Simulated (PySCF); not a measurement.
Fluorine: a sound run and one with changed settings

Sound run: F [He] 2s2 2p5, F⁺ [He] 2s2 2p4. All numbers are calculated (PySCF 2.14, no relativity, point nucleus, in def2-SVP (3s2p1d, 14 functions)). In the sound run the correlated levels freeze 1s2. The sound run starts from symmetry-adapted Hartree-Fock orbitals and uses a fine grid where one is needed.

Changed run: all electrons correlated in a basis built for the valence shell.

```tsv
species	method	sound run (hartree)	changed run (hartree)	converged
F	MP2	-99.42243	-99.42420	yes
F	CCSD(T)	-99.43472	-99.43631	yes
F⁺	MP2	-98.79918	-98.80078	yes
F⁺	CCSD(T)	-98.81434	-98.81579	yes
```

Ionisation energy of F:

```json
{"method": "UHF", "sound run (eV)": "15.772", "changed run (eV)": "15.772"}
{"method": "MP2", "sound run (eV)": "16.959", "changed run (eV)": "16.964"}
{"method": "SCS-MP2", "sound run (eV)": "16.914", "changed run (eV)": "16.916"}
{"method": "CCSD", "sound run (eV)": "16.879", "changed run (eV)": "16.882"}
{"method": "CCSD(T)", "sound run (eV)": "16.881", "changed run (eV)": "16.885"}
```

A valence basis has no tight correlating functions, so it recovers only part of the core correlation, and not evenly between atom and ion.

For comparison, NIST gives 17.423 eV between the lowest levels.
